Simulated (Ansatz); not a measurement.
**BeN₂ (triplet): wave-function methods side by side, def2-TZVPP**

An exercise on one series of results from a longer session: the logs are not shown, and one member is left open.

The runs use Ansatz 0.2.0, Gaussian basis; def2-TZVPP, core rule «outside noble gas», up to 3 orbitals frozen.

To be run: UHF; ROHF; CCSD(T) on UHF.

2 further runs of the same task are left out: 2 set aside as unsound or not needed.

**The geometry**

The geometry is a PBE0/def2-TZVP stationary point (not a proven minimum) of the parent state, kept for this charge and spin.

3 atoms, charge 0, spin multiplicity 3.

Atoms are counted from 1 here; the program's logs count them from 0.

Bond lengths: Be1–N2 1.507 Å, Be1–N3 1.560 Å, N2–N3 1.252 Å. Angles: N2–Be1–N3 48.1°, Be1–N2–N3 68.1°, Be1–N3–N2 63.7°.

The first run:

The input, in.yaml:

```yaml
crystal:
  periodic: [false, false, false]
  atoms:
    - {symbol: Be, position_ang: [0.000000, 0.349937, -0.999909]}
    - {symbol: N, position_ang: [0.000000, -0.693141, 0.087710]}
    - {symbol: N, position_ang: [0.000000, 0.467984, 0.555651]}
basis:
  gaussian: {orbitals: def2-TZVPP}
magnetization: {spin_polarized: true, initial_magnetization: 2}
hamiltonian: {xc: hf}
output: {orbitals: {seedname: orbitals}}
```

Run with:

```
> ansatz run in.yaml --threads 1 --pin off --events-out ev --progress --plain --max-ram 2560MiB --backend cpu
```

Steps of the session up to this table: UHF; ROHF; CCSD(T) on UHF.

One of the session's tables, all rows but one given; the rest of the session is left out.

| method | from UCCSD(T) (meV) |
| --- | --- |
| ROHF | +11668.7 |
| UHF | +11472.4 |
| UMP2 | +665.5 |
| UCCSD | ? |
| UCCSD(T) | 0 |

Q: Estimate the row for UCCSD from the others.

As computed: from UCCSD(T) (meV): +591.2. In the column «from UCCSD(T) (meV)» it lies between UCCSD(T) (0) and UMP2 (+665.5).
